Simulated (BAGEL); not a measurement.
# CH4Si (SMILES C[SiH]), step by step

Wanted: a series of 15 runs (PBE0/cc-pVDZ, RI-MP2/cc-pVDZ) of CH4Si. 

The results are computed with BAGEL 1.2.2.

2 further runs of the same task are left out: 2 set aside as unsound or not needed.

## (1) Starting point

CH4Si: 6 atoms, total charge 0, spin state singlet. As SMILES, `C[SiH]`. One bond was lengthened or shortened from a relaxed shape.

Bond lengths: C1–Si2 1.892 Å, C1–H3 1.098 Å, C1–H4 1.091 Å, C1–H5 0.933 Å, Si2–H6 1.531 Å. Angles: C1–Si2–H6 94.2°, Si2–C1–H3 109.7°, Si2–C1–H4 113.8°, Si2–C1–H5 109.5°, H3–C1–H4 109.0°, H3–C1–H5 105.5°, H4–C1–H5 109.0°.

## (2) The energy at PBE0/cc-pVDZ (density fitting with svp-jkfit) (run 1)

Contents of input.json:

```json
{ "bagel": [

{
  "title": "molecule",
  "basis": "cc-pvdz.json",
  "df_basis": "svp-jkfit",
  "angstrom": true,
  "geometry": [
    { "atom": "C", "xyz": [   -0.083074,   -0.253788,   -0.490388 ] },
    { "atom": "Si", "xyz": [    0.927726,    0.322012,    1.002212 ] },
    { "atom": "H", "xyz": [   -1.146474,   -0.297888,   -0.222288 ] },
    { "atom": "H", "xyz": [    0.225426,   -1.223388,   -0.883088 ] },
    { "atom": "H", "xyz": [   -0.024000,    0.382000,   -1.170800 ] },
    { "atom": "H", "xyz": [    0.152626,    1.632212,    1.163912 ] }
  ]
},
{
  "title": "ks",
  "xc_func": "pbe0"
},
{
  "title": "print",
  "file": "orbitals.molden",
  "orbitals": true
}

]}
```

The basis set cc-pVDZ is read from a file made from the Basis Set Exchange's data (not shown).

Launch:

```sh
BAGEL_NUM_THREADS=1 BAGEL input.json > input.out
```

Standard output:

```text
* using 1 threads per process

  ===============================================================
  ===============================================================

  *** Geometry ***

[... 19 lines left out ...]
    * Removing 9395 points whose weight is below 1.00e-10
[... 2 lines left out ...]
  === Nuclear Repulsion ===
    49.3062880958

       - DIIS with orbital gradients will be used.

  === KS iteration (pbe0 / cc-pvdz.json) ===
      0       -319.44207650          0.10348475           0.14
      1       -323.64079898          0.13304466           0.12
      2       -325.12222813          0.11982229           0.11
[... 13 lines of this table left out ...]
     16       -329.73283030          0.00000000           0.11
    * SCF iteration converged.

    * Permanent dipole moment:
           (    0.319935,     0.046431,     0.382803) a.u.

    * METHOD: KS                                   2.17

    * METHOD: PRINT                                0.01

  ===============================================================
```

Wall time 2.5 s (1 thread of Arm Neoverse V2, shared host); peak memory 0.21 GiB.

## (3) Bond 5-1 at 1.098 A: a single-point energy at RI-MP2/cc-pVDZ (density fitting with svp-jkfit) (run 2)

Contents of input.json:

```json
{ "bagel" : [

{
  "title" : "molecule",
  "basis" : "cc-pvdz.json",
  "df_basis" : "svp-jkfit",
  "angstrom" : true,
  "geometry" : [
    { "atom" : "C", "xyz" : [   -0.093501,   -0.366009,   -0.370290 ] },
    { "atom" : "Si", "xyz" : [    0.917299,    0.209791,    1.122310 ] },
    { "atom" : "H", "xyz" : [   -1.156901,   -0.410109,   -0.102190 ] },
    { "atom" : "H", "xyz" : [    0.214999,   -1.335609,   -0.762990 ] },
    { "atom" : "H", "xyz" : [   -0.024000,    0.382000,   -1.170800 ] },
    { "atom" : "H", "xyz" : [    0.142199,    1.519991,    1.284010 ] }
  ]
},
{
  "title" : "hf"
},
{
  "title" : "mp2",
  "ncore" : 6
}

]}
```

The basis set cc-pVDZ is read from a file made from the Basis Set Exchange's data (not shown).

Launch:

```sh
BAGEL_NUM_THREADS=1 BAGEL input.json > input.out
```

Standard output:

```text
* using 1 threads per process

  ===============================================================
  ===============================================================

  *** Geometry ***

[... 30 lines left out ...]
    * SCF iteration converged.
[... 1 line left out ...]
    * Permanent dipole moment:
[... 2 lines left out ...]
    * METHOD: HF                                   0.19

  *** RHF ***

  === Nuclear Repulsion ===
    48.6036426946

      * DIIS with orbital gradients will be used.

  === RHF iteration (cc-pvdz.json) ===
      0       -329.06602290          0.00000000           0.01
    * SCF iteration converged.

    * Permanent dipole moment:
           (    0.287744,     0.044933,     0.336054) a.u.

  === DF-MP2 calculation ===

    * freezing 6 orbitals
    * 3-index integral transformation done
    * assembly done

      MP2 correlation energy:   -0.2321678724      0.00

      MP2 total energy:       -329.2981907769

    * METHOD: MP2                                  0.03

  ===============================================================
```

Run time: 0.53 s. Hardware: 1 thread of Arm Neoverse V2, shared host; peak memory 0.14 GiB.

Runs 3 to 14 aren't shown in full; the table further down has their settings and results.

## (4) Bond 5-1 at 3.074 A: a single-point energy at PBE0/cc-pVDZ (density fitting with svp-jkfit) (run 15)

Contents of job.json:

```json
{ "bagel": [

{
  "title": "molecule",
  "basis": "cc-pvdz.json",
  "df_basis": "svp-jkfit",
  "angstrom": "true",
  "geometry": [
    { "atom": "C", "xyz": [   -0.218600,   -1.712399,    1.070599 ] },
    { "atom": "Si", "xyz": [    0.792200,   -1.136599,    2.563199 ] },
    { "atom": "H", "xyz": [   -1.282000,   -1.756499,    1.338699 ] },
    { "atom": "H", "xyz": [    0.089900,   -2.681999,    0.677899 ] },
    { "atom": "H", "xyz": [   -0.024000,    0.382000,   -1.170800 ] },
    { "atom": "H", "xyz": [    0.017100,    0.173601,    2.724899 ] }
  ]
},
{
  "title": "ks",
  "xc_func": "pbe0"
},
{
  "title": "print",
  "file": "orbitals.molden",
  "orbitals": "true"
}

]}
```

The basis set cc-pVDZ is read from a file made from the Basis Set Exchange's data (not shown).

Launch:

```sh
BAGEL_NUM_THREADS=1 BAGEL job.json > job.out
```

Standard output:

```text
* using 1 threads per process

  ===============================================================
  ===============================================================

  *** Geometry ***

[... 19 lines left out ...]
    * Removing 7753 points whose weight is below 1.00e-10
[... 2 lines left out ...]
  === Nuclear Repulsion ===
    45.2024144360

       - DIIS with orbital gradients will be used.

  === KS iteration (pbe0 / cc-pvdz.json) ===
      0       -319.45200615          0.08251935           0.14
      1       -321.81209825          0.11995941           0.14
      2       -319.41688367          0.11863701           0.14
[... 21 lines of this table left out ...]
     24       -329.55003987          0.00000000           0.12
    * SCF iteration converged.

    * Permanent dipole moment:
           (    0.089254,     0.456138,    -0.550490) a.u.

    * METHOD: KS                                   3.59

    * METHOD: PRINT                                0.00

  ===============================================================
```

Run time: 3.9 s. Hardware: 1 thread of Arm Neoverse V2, shared host; peak memory 0.21 GiB.

## (5) The series

```csv
run,level,frozen core orbitals,partner,energy (Eh),dipole moment (D),HOMO energy (eV),LUMO energy (eV),wall time
1,PBE0/cc-pVDZ (density fitting with svp-jkfit),–,bond 5-1 at 0.933 A,-329.732830,1.27,-6.22,-2.49,2.5 s
2,RI-MP2/cc-pVDZ (density fitting with svp-jkfit),6,bond 5-1 at 1.098 A,-329.298191,–,–,–,0.53 s
3,PBE0/cc-pVDZ (density fitting with svp-jkfit),–,bond 5-1 at 1.098 A,-329.758391,1.26,-6.22,-2.48,2.3 s
4,RI-MP2/cc-pVDZ (density fitting with svp-jkfit),6,bond 5-1 at 1.262 A,-329.287211,–,–,–,0.54 s
5,PBE0/cc-pVDZ (density fitting with svp-jkfit),–,bond 5-1 at 1.262 A,-329.747519,1.21,-6.23,-2.49,2 s
6,RI-MP2/cc-pVDZ (density fitting with svp-jkfit),6,bond 5-1 at 1.482 A,-329.252953,–,–,–,0.52 s
7,PBE0/cc-pVDZ (density fitting with svp-jkfit),–,bond 5-1 at 1.482 A,-329.714303,1.12,-6.26,-2.55,2.5 s
8,RI-MP2/cc-pVDZ (density fitting with svp-jkfit),6,bond 5-1 at 1.756 A,-329.205955,–,–,–,0.56 s
9,PBE0/cc-pVDZ (density fitting with svp-jkfit),–,bond 5-1 at 1.756 A,-329.669147,0.95,-6.33,-2.76,2.8 s
10,RI-MP2/cc-pVDZ (density fitting with svp-jkfit),6,bond 5-1 at 2.086 A,-329.158453,–,–,–,0.6 s
11,PBE0/cc-pVDZ (density fitting with svp-jkfit),–,bond 5-1 at 2.086 A,-329.623793,0.83,-6.42,-3.26,3 s
12,RI-MP2/cc-pVDZ (density fitting with svp-jkfit),6,bond 5-1 at 2.525 A,-329.114712,–,–,–,0.52 s
13,PBE0/cc-pVDZ (density fitting with svp-jkfit),–,bond 5-1 at 2.525 A,-329.581455,1.17,-6.46,-3.98,3.9 s
14,RI-MP2/cc-pVDZ (density fitting with svp-jkfit),6,bond 5-1 at 3.074 A,-329.086796,–,–,–,0.56 s
15,PBE0/cc-pVDZ (density fitting with svp-jkfit),–,bond 5-1 at 3.074 A,-329.550040,1.83,-6.31,-4.54,3.9 s
```

## (6) What came out

| quantity | value |
| --- | --- |
| bond 5-1 at 3.074 A, run 15: total energy | -329.55004 Eh |
| bond 5-1 at 3.074 A, run 15: dipole moment | 1.83 D |
| bond 5-1 at 3.074 A, run 15: HOMO energy | -6.31 eV |
| bond 5-1 at 3.074 A, run 15: LUMO energy | -4.54 eV |
| bond 5-1 at 3.074 A, run 15: HOMO–LUMO gap | 1.77 eV |

What this shows: In runs 10, 11, 12, 13, 14, 15 a closed-shell determinant meets a far-stretched bond, which it describes badly. All runs together took 27 s, the longest 3.9 s.
